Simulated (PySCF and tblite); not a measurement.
Values are calculated unless marked as measured or tabulated.
Stationary points of C6H11 (charge +1) at PBE0-D3(BJ)/def2-SVP, in Å:

Structure A

```
 1 C     2.139   -0.109   -0.657
 2 C     0.712   -0.024   -0.391
 3 C    -0.207   -1.154   -0.401
 4 C    -1.491   -0.670    0.276
 5 C    -1.501    0.824   -0.051
 6 C    -0.014    1.190   -0.030
 7 H     2.597   -0.359    0.326
 8 H     2.396   -0.952   -1.316
 9 H     2.586    0.837   -0.992
10 H    -0.378   -1.234   -1.508
11 H     0.232   -2.126   -0.121
12 H    -2.382   -1.205   -0.076
13 H    -1.415   -0.838    1.363
14 H    -2.094    1.426    0.650
15 H    -1.906    1.004   -1.060
16 H     0.327    2.103   -0.545
17 H     0.329    1.326    1.028
```

Structure B

```
 1 C     2.054   -0.027   -0.795
 2 C     0.911   -0.023    0.005
 3 C    -0.153   -1.220   -0.278
 4 C    -1.359   -0.687    0.473
 5 C    -1.362    0.815    0.195
 6 C     0.108    1.236    0.312
 7 H     1.373   -0.507    0.919
 8 H     2.620   -0.957   -0.944
 9 H     2.455    0.878   -1.277
10 H    -0.324   -1.243   -1.364
11 H     0.223   -2.197    0.051
12 H    -2.276   -1.192    0.129
13 H    -1.249   -0.889    1.551
14 H    -2.016    1.375    0.877
15 H    -1.727    1.001   -0.828
16 H     0.373    2.068   -0.358
17 H     0.350    1.569    1.333
```

Structure C

```
 1 C     1.153   -0.311   -1.212
 2 C     1.266    0.284    0.061
 3 C     0.126   -1.239   -0.339
 4 C    -1.257   -0.610   -0.268
 5 C    -1.103    0.914   -0.108
 6 C     0.230    1.192    0.590
 7 H     2.123    0.013    0.692
 8 H     2.010   -0.876   -1.588
 9 H     0.556    0.182   -1.986
10 H     0.234   -2.198   -0.873
11 H     0.505   -1.504    0.672
12 H    -1.832   -0.849   -1.173
13 H    -1.800   -1.046    0.583
14 H    -1.933    1.356    0.459
15 H    -1.118    1.402   -1.094
16 H     0.589    2.223    0.391
17 H     0.182    1.105    1.687
```

Level: PBE0/pcSseg-1 + D3(BJ), IEF-PCM dichloromethane on PBE0-D3(BJ)/def2-SVP stationary points, with GFN2-xTB thermal terms.

Problem. Which structure is a saddle point, and along which motion?

Solution. B: one imaginary mode (204i cm⁻¹ at GFN2-xTB, mostly on H9, C2, C1), along the shift of hydrogen on C1 from C1 to C2.

Problem. Give their symmetry and energies above the lowest.

Solution. A C1, 0.0 kcal/mol; B C1, 34.4 kcal/mol; C C1, 14.1 kcal/mol.

The ion is treated without a counter-ion.
